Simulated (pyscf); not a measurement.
A first-order saddle from PySCF, ωB97X-D3(BJ)/def2-SVP:

```
Ge
O 1 1.7662
H 2 0.9649 1 113.26
O 1 1.7682 2 113.68 3 -75.22
H 4 0.9668 1 111.20 2 -91.71
O 1 1.7708 2 104.29 3 168.54
H 6 0.9666 1 111.42 2 -28.48
O 1 1.9386 2 101.41 3 38.64
H 8 0.9785 1 109.08 2 -171.62
H 8 1.2491 9 102.19 1 -164.55
```
Charge 0, spin multiplicity 2.

Surface: doublet, charge 0. Lowest wavenumbers (cm⁻¹): 1811i, 88, 138, 170, 178.

**Question.** What reaction is this the transition state of?

**Answer.** `[OH][Ge]([OH])([OH])[OH]` + `[H]` [doublet] ⇌ `[OH2]` + `[OH][Ge]([OH])[OH]` [doublet], a substitution at O read from left to right: Ge–O broken and H–O formed. At ωB97M-D3(BJ)/def2-TZVP it lies +0.82 eV from the left side and +1.39 eV from the right (each side as separated species at their lowest minima found). On the product side the descent ends in a bound adduct (not fully relaxed), 0.43 eV under the separated species and 1.81 eV under the saddle at ωB97X-D3(BJ)/def2-TZVP. At ωB97X-D3(BJ) the barrier from the zero used here is 0.97 eV. This is the saddle that the search found; another between the same sides may lie lower. The angle at the attacked O is 145°. Elements up to Kr have no core potential and no relativistic terms here.
